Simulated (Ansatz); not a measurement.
# [H···H···Cl], doublet in 6-31G: errors against full CI

Geometry: a point of a hydrogen-transfer path between rigid fragments, not a stationary point.

```json
{"atom": "H", "x (Å)": "0.0000", "y (Å)": "0.0000", "z (Å)": "-1.1123"}
{"atom": "H", "x (Å)": "0.0000", "y (Å)": "0.0000", "z (Å)": "-0.1863"}
{"atom": "Cl", "x (Å)": "0.0000", "y (Å)": "0.0000", "z (Å)": "1.2987"}
```

Basis 6-31G; Ansatz 0.2.0. Only valence electrons are correlated (noble-gas cores frozen), which leaves 9 electrons in 12 orbitals. Prefix R: restricted or restricted open-shell reference; prefix U: unrestricted. Active spaces: pair = (3e, 3o) about the gap; valence = (9e, 6o) chosen from the atoms' valence shells.

Full CI is exact within this basis and frozen core; it isn't the basis-set limit. The frozen core follows each run's orbitals, which can shift R against U totals by a few meV.

For open shells CISD and CISDTQ are restricted-active-space CI with the open shells as a complete middle space.

```
UHF ⟨S²⟩                          : 0.789
T1 diagnostic (RCCSD)             : 0.0206
largest doubles amplitude (RCCSD) : 0.092
T1 diagnostic (UCCSD)             : 0.0131
```

```
                   level  E − E(full CI) (kJ/mol)  share of correlation (%)  wall time
                     RHF                    196.2                      0.00          –
                     UHF                    168.3                     14.22          –
                    RMP2                     37.0                     81.13          –
                    UMP2                     39.3                     79.98          –
                    CISD                      7.3                     96.27     0.48 s
                   RCCSD                      2.2                     98.86          –
                   UCCSD                      1.9                     99.01          –
                RCCSD(T)                      0.5                     99.73     0.49 s
                UCCSD(T)                      0.5                     99.76     0.42 s
                 BCCD(T)                      0.5                     99.74     0.57 s
                  RCCSDT                      0.1                     99.94          –
                  UCCSDT                      0.1                     99.96          –
                  CISDTQ                      0.1                     99.93      1.1 s
               RCCSDT(Q)                      0.0                     99.99      3.2 s
               UCCSDT(Q)                      0.0                     99.99      2.6 s
                 RCCSDTQ                      0.0                    100.00       19 s
                 UCCSDTQ                      0.0                    100.00       20 s
     CASSCF (pair space)                    118.6                     39.57          –
     NEVPT2 (pair space)                     18.8                     90.42     0.27 s
     MRCISD (pair space)                      4.3                     97.83          –
   MRCISD+Q (pair space)                      1.7                     99.13     0.45 s
  CASSCF (valence space)                    114.5                     41.64          –
  NEVPT2 (valence space)                     29.8                     84.81     0.39 s
  MRCISD (valence space)                      4.0                     97.98          –
MRCISD+Q (valence space)                      1.6                     99.19     0.67 s
```

The correlation energy at full CI, counted from RHF, is -2.034 eV. That run took 1.6 s on 1 thread of Intel Xeon Platinum 8488C, shared host over 97,616 determinants.

Times hold each run's SCF and search for its determinant on a shared host, so for small cases they say little of a method's own cost; they ran on 1 thread of Intel Xeon Platinum 8488C.

The full-CI state has the irrep A1 of C2v, in the program's axes (one component, if the state is degenerate).

Natural occupations of full CI about the gap: 1.992 1.988 1.988 1.958 1.000 0.035 0.011 0.011 0.008 0.004; effectively unpaired electrons, Σ n²(2−n)², 1.01.
